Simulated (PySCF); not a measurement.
**Name the molecule from its bond curve**

A diatomic of charge 0 contains B. Its quartet curve at PBE0 in a triple-zeta basis (no relativity, PySCF), in eV from the separated fragments:

R (Å), E (eV) and a bar:
```
    1.274     -3.722 ##########################
    1.333     -4.270 ############
    1.392     -4.575 ####
    1.437     -4.683 #
    1.481     -4.713 
    1.525     -4.682 #
    1.585     -4.572 ####
    1.659     -4.361 #########
    1.748     -4.048 ##################
    1.866     -3.591 ##############################
```

The fit gives ωe = 1211 cm⁻¹ and the rotational constant Bₑ = 1.343 cm⁻¹.

Problem. Which atom is the partner?

Solution. The minimum lies at 1.479 Å, so the reduced mass is 16.8576 u Å² cm⁻¹/(Bₑ·Re²) = 5.738 u. With B at 11.01 u the partner weighs about 12.0 u: C. The molecule is BC.

The state was picked by a PBE0 search and need not be the measured ground state.
